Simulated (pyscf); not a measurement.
Optimised with ωB97X-D3(BJ)/def2-SVP in PySCF.

Question: For H₃C–Te–SH (SMILES C[Te]S) + H₂ (SMILES [H][H]) → H₃C–TeH (SMILES C[TeH]) + H₂S (SMILES S), a four-centre exchange (singlet surface; S–Te, H–H broken, H–Te, H–S formed), PBE/def2-TZVP gives ΔE‡ = 51.0 kcal/mol and ΔE = +1.9 kcal/mol (zero: the separated reactants). In which direction and how far do B3LYP-D3(BJ)/def2-TZVP, M06-2X/def2-TZVP, ωB97M-D3(BJ)/def2-TZVP move these?

Answer: B3LYP-D3(BJ): ΔE‡ = 57.8 kcal/mol, ΔE = +1.9 kcal/mol; M06-2X: ΔE‡ = 63.3 kcal/mol, ΔE = +2.6 kcal/mol; ωB97M-D3(BJ): ΔE‡ = 62.0 kcal/mol, ΔE = -0.9 kcal/mol. PBE's barrier lies under all of them, by 6.7 to 12.3 kcal/mol. Its reaction energy lies among theirs. Low barriers are usual for a GGA, whose delocalisation error favours stretched bonds. This is the saddle that the search found; another between the same sides may lie lower. Elements past Kr carry the def2 core potentials, without spin-orbit coupling.
